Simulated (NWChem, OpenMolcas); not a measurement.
OpenMolcas → NWChem

This OpenMolcas 26.06 job computes AlHF (SMILES [F][AlH]):

mol.xyz:
```
3

F      0.907100     0.893200     0.585600
Al    -0.432500     0.318000    -0.199500
H     -0.485400    -1.276100    -0.399300
```

job.input:
```
>>> EXPORT MOLCAS_PRINT=2

&GATEWAY
 BasLib=$CurrDir
 Coord=mol.xyz
 Basis=6-311Gss
 Group=NoSym

&SEWARD
 GridInput
 Grid=UltraFine
 End of Grid

&SCF
 UHF
 Spin=2
 KSDFT=PBE
 Thresholds=1e-10 1e-07 1e-07 1e-05
 PrOrbitals=1 2

&ALASKA
```

```bash
$ export MOLCAS_MEM=1860
$ pymolcas job.input > job.log
```

(Basis files named in the input come from the Basis Set Exchange and aren't shown.)

The coordinates come from a PBE0-D4/def2-TZVP relaxation.

It gives a total energy of -342.684864 Eh.

Q: How is this level of theory, on these atoms, set up in NWChem 7.3.0 as an input file of the program's own?

A: For example:

nw.nw:
```
start nw
title "AlFH"
memory stack 880 mb heap 220 mb global 1100 mb

geometry noautosym nocenter noautoz
   F     0.907100    0.893200    0.585600
   Al   -0.432500    0.318000   -0.199500
   H    -0.485400   -1.276100   -0.399300
end

basis spherical bse
   * library 6-311G**
end

dft
   xc xpbe96 cpbe96
   mult 2
   grid xfine
   convergence energy 1e-08
   iterations 100
   mulliken
   print medium
end

task dft gradient
```

```bash
$ nwchem nw.nw > nw.out
```

Its energy is -342.684864 Eh, the same as the first but for the last digit, at most.
